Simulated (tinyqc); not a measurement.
Worked calculation (part 2 of 2): UKS/B3LYP (VWN-RPA form) in the sto-6g basis, for LiH, spin multiplicity 3. Computed by tinyqc, a small Python program that keeps every step (integrals from PySCF). Command: `OMP_NUM_THREADS=1 python tinyqc.py 21595 21596 out.jsonl` (the two numbers bound the seeds that draw the settings). One thread of a shared host (Intel(R) Xeon(R) Processor @ 2.60GHz), about 2 s of CPU time with the checks.

Geometry (angstrom):

| atom | x | y | z |
|---|---|---|---|
| Li | 0.0000 | 0.0000 | 0.0000 |
| H | 0.0000 | 0.0000 | 2.5440 |

## Iteration 7 (converged): orbitals

converged F(alpha) (hartree), lower triangle:
```
          1Li 1s   1Li 2s  1Li 2px  1Li 2py  1Li 2pz    2H 1s
1Li 1s   -1.9286
1Li 2s   -0.5180  -0.2406
1Li 2px   0.0000   0.0000   0.0287
1Li 2py   0.0000   0.0000   0.0000   0.0287
1Li 2pz  -0.0038  -0.0130   0.0000   0.0000  -0.0052
2H 1s    -0.0198  -0.1020   0.0000   0.0000  -0.1432  -0.3041
```

converged F(beta) (hartree), lower triangle:
```
          1Li 1s   1Li 2s  1Li 2px  1Li 2py  1Li 2pz   2H 1s
1Li 1s   -1.9111
1Li 2s   -0.5196  -0.1568
1Li 2px   0.0000   0.0000   0.0689
1Li 2py   0.0000   0.0000   0.0000   0.0689
1Li 2pz  -0.0045  -0.0318   0.0000   0.0000   0.0566
2H 1s    -0.0197  -0.0592   0.0000   0.0000  -0.0726  0.0692
```

X, lower triangle:
```
          1Li 1s   1Li 2s  1Li 2px  1Li 2py  1Li 2pz   2H 1s
1Li 1s    1.0222
1Li 2s   -0.1247   1.0381
1Li 2px   0.0000   0.0000   1.0000
1Li 2py   0.0000   0.0000   0.0000   1.0000
1Li 2pz  -0.0037   0.0235   0.0000   0.0000   1.0338
2H 1s     0.0147  -0.1073   0.0000   0.0000  -0.1553  1.0495
```

Diagonalise F' = X^T F X, C = X C', fill 3 alpha and 1 beta electrons from the bottom; D(s) = C_occ C_occ^T. Each column has its largest component positive (the first on a tie).

F' = X^T F X (alpha) (hartree), lower triangle:
```
         1        2       3       4        5        6
1  -1.8870
2  -0.2811  -0.1364
3   0.0000   0.0000  0.0287
4   0.0000   0.0000  0.0000  0.0287
5  -0.0075   0.0108  0.0000  0.0000   0.0332
6   0.0143  -0.0637  0.0000  0.0000  -0.1108  -0.2680
```

orbital energies (alpha) (hartree): MO1 -1.9310, MO2 -0.3194, MO3 -0.0835, MO4 0.0287, MO5 0.0287, MO6 0.0758

coefficients C (alpha):
```
             MO1      MO2      MO3     MO4      MO5      MO6
1Li 1s    0.9905  -0.0566  -0.2680  0.0000   0.0000  -0.0663
1Li 2s    0.0376   0.1696   1.0036  0.0000   0.0000   0.2605
1Li 2px   0.0000   0.0000   0.0000  0.0248   0.9997   0.0000
1Li 2py   0.0000   0.0000   0.0000  0.9997  -0.0248   0.0000
1Li 2pz   0.0033   0.1542  -0.2228  0.0000   0.0000   1.0100
2H 1s    -0.0050   0.9006  -0.2472  0.0000   0.0000  -0.5148
```

F' = X^T F X (beta) (hartree), lower triangle:
```
         1        2       3       4        5       6
1  -1.8671
2  -0.2950  -0.0518
3   0.0000   0.0000  0.0689
4   0.0000   0.0000  0.0000  0.0689
5  -0.0053  -0.0146  0.0000  0.0000   0.0844
6   0.0154  -0.0624  0.0000  0.0000  -0.0995  0.1123
```

orbital energies (beta) (hartree): MO1 -1.9139, MO2 -0.0591, MO3 0.0440, MO4 0.0689, MO5 0.0689, MO6 0.2067

coefficients C (beta):
```
             MO1      MO2      MO3      MO4     MO5      MO6
1Li 1s    0.9900  -0.2013  -0.1862   0.0000  0.0000   0.0726
1Li 2s    0.0396   0.7186   0.7053   0.0000  0.0000  -0.2998
1Li 2px   0.0000   0.0000   0.0000   0.8097  0.5868   0.0000
1Li 2py   0.0000   0.0000   0.0000  -0.5868  0.8097   0.0000
1Li 2pz   0.0042   0.3844  -0.6178   0.0000  0.0000  -0.7510
2H 1s    -0.0054   0.4046  -0.3445   0.0000  0.0000   0.9246
```

D(alpha) after iteration 7, lower triangle:
```
          1Li 1s   1Li 2s  1Li 2px  1Li 2py  1Li 2pz   2H 1s
1Li 1s    1.0562
1Li 2s   -0.2413   1.0373
1Li 2px   0.0000   0.0000   0.0000
1Li 2py   0.0000   0.0000   0.0000   0.0000
1Li 2pz   0.0542  -0.1973   0.0000   0.0000   0.0734
2H 1s     0.0104  -0.0954   0.0000   0.0000   0.1939  0.8723
```

D(beta) after iteration 7, lower triangle:
```
          1Li 1s   1Li 2s  1Li 2px  1Li 2py  1Li 2pz   2H 1s
1Li 1s    0.9801
1Li 2s    0.0392   0.0016
1Li 2px   0.0000   0.0000   0.0000
1Li 2py   0.0000   0.0000   0.0000   0.0000
1Li 2pz   0.0042   0.0002   0.0000   0.0000   0.0000
2H 1s    -0.0054  -0.0002   0.0000   0.0000   0.0000  0.0000
```

Within a degenerate level the vectors are fixed only up to a rotation; this is one choice.

## Convergence

Stop when the energy changes by less than 1e-08 hartree and every element of the error matrix X^T (F D S - S D F) X (for each spin) is below 3e-05.

Course of the cycle:

| iteration | E (hartree) | change | largest element of the error matrix |
|---|---|---|---|
| 1 | -7.796149 | - | 1.65e-01 |
| 2 | -7.923627 | -1.27e-01 | 2.37e-02 |
| 3 | -7.930036 | -6.41e-03 | 5.04e-03 |
| 4 | -7.930320 | -2.84e-04 | 7.77e-04 |
| 5 | -7.930323 | -2.51e-06 | 3.80e-05 |
| 6 | -7.930323 | -1.57e-08 | 1.54e-06 |
| 7 | -7.930323 | -2.56e-11 | 2.28e-09 |

PySCF UKS in the same basis, fine grid, after a stability check = -7.930260 hartree

Converged in 7 iterations. The coarse grid moves the energy by -6.25e-05 hartree.

## Populations, bond orders and dipole

overlap S, lower triangle:
```
         1Li 1s  1Li 2s  1Li 2px  1Li 2py  1Li 2pz   2H 1s
1Li 1s   1.0000
1Li 2s   0.2357  1.0000
1Li 2px  0.0000  0.0000   1.0000
1Li 2py  0.0000  0.0000   0.0000   1.0000
1Li 2pz  0.0000  0.0000   0.0000   0.0000   1.0000
2H 1s    0.0085  0.1926   0.0000   0.0000   0.2867  1.0000
```

Mulliken: Z minus the diagonal of D S on the atom; Loewdin: the same with S^(1/2) D S^(1/2); Mayer order: 2 sum_s sum (D(s) S)_ij (D(s) S)_ji over the two atoms.

Charges (e):

| atom | Mulliken | Loewdin | Mulliken spin |
|---|---|---|---|
| 1Li | -0.0905 | -0.1116 | 1.0904 |
| 2H | 0.0905 | 0.1116 | 0.9096 |

Mayer bond orders:

| pair | order |
|---|---|
| 2-1 | 0.1644 |

dipole moment about the origin, x y z (debye): 0.0000  0.0000  2.5426

<S^2> of the determinant (pure state: 2) = 2.0000
